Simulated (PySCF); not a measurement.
## Which basis set comes closest?

Molecule: 3-methyl-1-butene (C=CC(C)C, C₅H₁₀).

Numbering as in the mapped SMILES `[CH2:1]=[CH:2][CH:3]([CH3:4])[CH3:5]` (H(Xn): hydrogen on atom n). Ha(C1) is cis to C3; Hb(C1) is trans to C3.

Geometry PBE0-D3(BJ)/def2-SVP throughout; GIAO in PySCF 2.14, gas phase, one conformer, non-relativistic; equivalent atoms averaged; functional PBE0.

Reference values (measured; solution, not stated per compound (mostly CDCl3 or CCl4); Pretsch, Buehlmann, Badertscher, Structure Determination of Organic Compounds, 4th ed. (2009)): δ(C3) = 32.3 ppm, δ(C4/C5) = 22.1 ppm. Computed shifts are taken against TMS, calculated as an isolated molecule at each level.

How do the basis sets STO-3G, 6-31G, pcSseg-0, 6-31G*, def2-SVP, cc-pVDZ, pcSseg-1, 6-311+G(2d,p), aug-cc-pVDZ, def2-TZVP, IGLO-III, cc-pVTZ, pcSseg-2 perform against the reference? Times are CPU seconds on shared hosts with different chips, so compare them loosely.

## Answers


```csv
basis set,functions,C3,C4/C5,mean abs. error C,core-s
STO-3G,35,34.9,22.9,1.7,2.1
6-31G,65,36.0,24.2,2.9,3.6
pcSseg-0,65,36.4,26.4,4.2,4.2
6-31G*,90,35.0,23.1,1.9,5.2
def2-SVP,120,35.1,23.6,2.2,7.2
cc-pVDZ,120,38.9,24.6,4.6,9.6
pcSseg-1,135,38.2,24.8,4.3,10
"6-311+G(2d,p)",195,38.6,23.7,4.0,15
aug-cc-pVDZ,205,39.7,23.4,4.4,22
def2-TZVP,215,39.6,24.5,4.9,19
IGLO-III,275,40.1,25.0,5.4,32
cc-pVTZ,290,39.1,24.3,4.5,37
pcSseg-2,320,40.6,25.5,5.9,47
```

For $^{13}$C the closest is STO-3G (1.7 ppm, with 6-31G* practically level) and the furthest pcSseg-2 (5.9 ppm). Where a smaller basis beats a larger one, errors probably cancel; the largest sets show where the functional converges. One molecule is a small sample, and vibrational and solvent effects are absent from the calculation.

A small basis that lands close on one nucleus may do so by chance; judge by the trend and by all nuclei.
